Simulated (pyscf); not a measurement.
**Addition across a multiple bond or ene-type step: H₂C=CH₂ (SMILES C=C) + NH₃ (SMILES N) -> H₃C–CH₂–NH₂ (SMILES CCN)**

Gas phase, singlet surface, charge 0. Bonds broken: N7–H8. Bonds formed: C1–N7, C2–H8. Optimised with ωB97X-D3(BJ)/def2-SVP in PySCF. Correlated levels are frozen-core, on RHF or UHF. ΔMP2 is the change of the MP2 total energy from the triple- to the quadruple-zeta basis.

Transition state (Å):

```xyz
10

C     -1.1814    -0.3192    -0.3799
C     -1.5779     0.7141     0.5997
H     -1.2194    -1.3730    -0.0577
H     -1.5841    -0.2399    -1.4033
H     -1.9155     0.3168     1.5681
H     -2.2774     1.4673     0.2084
N      0.3892    -0.0147    -0.5496
H      0.1840     0.7918     0.1938
H      0.6822     0.3171    -1.4754
H      1.0279    -0.7510    -0.2287
```

One imaginary mode, 889i cm⁻¹; descent along it reached the two sides named.

```json
[
 {"bond": "N7–H8", "change": "breaks", "reactant side (Å)": "1.021", "saddle": "1.116", "product side": "2.7"},
 {"bond": "C1–N7", "change": "forms", "reactant side (Å)": "3.5", "saddle": "1.609", "product side": "1.459"},
 {"bond": "C2–H8", "change": "forms", "reactant side (Å)": "4.9", "saddle": "1.810", "product side": "1.103"}
]
```

Electronic energies relative to the separated reactants (kcal/mol):

```tsv
level	barrier	reaction energy	reverse barrier
ωB97X-D3(BJ)/def2-TZVP	53.2	-20.9	74.0
PBE/def2-TZVP	46.2	-18.7	64.9
r²SCAN/def2-TZVP	49.9	-19.6	69.4
B3LYP-D3(BJ)/def2-TZVP	53.0	-17.0	70.0
PBE0-D3(BJ)/def2-TZVP	47.9	-22.3	70.2
M06-2X/def2-TZVP	53.0	-19.6	72.6
ωB97M-D3(BJ)/def2-TZVP	53.0	-18.5	71.4
HF/def2-TZVP	70.1	-14.2	84.3
MP2/def2-QZVPP	52.8	-18.5	71.3
CCSD/def2-TZVPP	57.9	-17.0	74.9
CCSD(T)/def2-TZVPP	55.5	-16.8	72.3
CCSD(T)/def2-TZVPP + ΔMP2(QZVPP)	55.4	-16.7	72.1
```

With CCSD(T)/def2-TZVPP + ΔMP2(QZVPP) energies and thermal terms (ideal gas, 1 atm, RRHO with modes under 100 cm⁻¹ raised to 100, one conformer, R ln 2 for rigid chiral ones), in kcal/mol:

```json
[
 {"T (K)": "298", "ΔH‡": "54.5", "ΔG‡": "64.4", "ΔH": "-13.5", "ΔG": "-3.4"},
 {"T (K)": "600", "ΔH‡": "54.5", "ΔG‡": "74.5", "ΔH": "-13.6", "ΔG": "+6.8"},
 {"T (K)": "900", "ΔH‡": "55.0", "ΔG‡": "84.4", "ΔH": "-13.0", "ΔG": "+16.9"},
 {"T (K)": "1200", "ΔH‡": "55.7", "ΔG‡": "94.1", "ΔH": "-12.0", "ΔG": "+26.8"}
]
```

One saddle was located; it need not be the lowest between these sides. The CCSD(T) − MP2 part came from Ansatz, without density fitting, on the same reference.
